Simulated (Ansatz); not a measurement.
What a change of settings does to a run on NiO

The structure comes from a relaxation in the same program, started in the rocksalt type, and has space group Fm-3m. Whether it is a known phase or the ground state wasn't checked.

First run: DFT, r2SCAN, PAW with Ansatz's default frozen-core files, scalar-relativistic (Ansatz 0.2.0).

Command: `ansatz run input.yaml --threads 1 --pin off --max-ram 3072MiB --backend cpu --events-out ev --progress --plain --runs-dir out` The run took about 22 s on 1 thread of a shared machine.

```yaml
crystal:
  lattice:
    - [0.0, 2.1084809203, 2.1084809203]
    - [2.1084809203, 0.0, 2.1084809203]
    - [2.1084809203, 2.1084809203, 0.0]
  atoms:
    - { symbol: Ni, position: [0.0, 0.0, 0.0], spin: 1.5 }
    - { symbol: O, position: [0.5, 0.5, 0.5] }
magnetization:
  spin_polarized: true
kpoints:
  mp_grid: { grid: [16, 16, 16] }
  band_path:
    path:
      - [0.0, 0.0, 0.0]
      - [0.5, 0.0, 0.5]
      - [0.625, 0.25, 0.625]
      - [0.375, 0.375, 0.75]
      - [0.0, 0.0, 0.0]
      - [0.5, 0.5, 0.5]
      - [0.5, 0.25, 0.75]
      - [0.5, 0.0, 0.5]
    npoints: 5
scf:
  occupations: { method: fermi_dirac, width: 0.03 }
hamiltonian:
  xc: r2scan
  pseudopotentials: { kind: paw }
output:
  forces: true
  stress: true
  eigenvalues: true
  efg: { contact_densities: true }
  write_density: true
  write_potential: true
  elf: true
  volumetric_format: npy
```

Result: converged; pressure -4.15 GPa; moment 2.00 μB; 14 SCF iterations.

Semilocal functionals without U often leave such compounds metallic or with too small a gap, and the real magnetic order may differ.

The input is then changed:

```diff
@@ -24,6 +24,7 @@
 scf:
   occupations: { method: fermi_dirac, width: 0.03 }
+  mixing: { preconditioner: local_kerker }
 hamiltonian:
-  xc: r2scan
+  xc: lda
   pseudopotentials: { kind: paw }
 output:
```

**Question.** What does the second run give?

**Answer.** It converged; pressure -24.8 GPa; moment 0.16 μB; 28 SCF iterations.
